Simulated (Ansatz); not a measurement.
```yaml
crystal:
  periodic: [false, false, false]
  atoms:
    - {symbol: Cr, position_ang: [0.000000, 0.000000, 0.000000]}
    - {symbol: O, position_ang: [0.000000, 0.000000, 2.050000]}
basis:
  gaussian: {orbitals: def2-TZVP}
magnetization: {spin_polarized: true, initial_magnetization: 2}
hamiltonian: {xc: pbe0}
relax: {f_tol: 0.004, max_steps: 80}
```

```sh
$ ansatz run in.yaml --threads 1 --pin off --events-out ev --progress --plain --max-ram 2176MiB
```

Steps of the relaxation (energy above the last step; positions in Å, forces in eV/Å):

```
2
step 1, 1432.0 meV
Cr    0.000    0.000    0.000    0.000    0.000    3.418
O     0.000    0.000    2.050    0.000    0.000   -3.418
```

```
2
step 2, 744.1 meV
Cr    0.000    0.000    0.102    0.000    0.000    3.294
O     0.000    0.000    1.948    0.000    0.000   -3.294
```

```
2
step 3, 346.6 meV
Cr    0.000    0.000    0.297    0.000    0.000   -6.815
O     0.000    0.000    1.753    0.000    0.000    6.815
```

```
2
step 5, 11.4 meV
Cr    0.000    0.000    0.229    0.000    0.000    0.944
O     0.000    0.000    1.821    0.000    0.000   -0.944
```

```
2
step 7, 0.0 meV
Cr    0.000    0.000    0.241    0.000    0.000   -0.036
O     0.000    0.000    1.809    0.000    0.000    0.036
```

```
2
step 8, 0.0 meV
Cr    0.000    0.000    0.241    0.000    0.000    0.001
O     0.000    0.000    1.809    0.000    0.000   -0.001
```

Close pairs at the end: Cr1–O2 1.568 Å.

A stationary point of unrestricted PBE0 after 8 steps, with ⟨S²⟩ = 2.932 against 2.00 for a pure state. 2 min on 1 thread of Arm Neoverse V2, shared host.
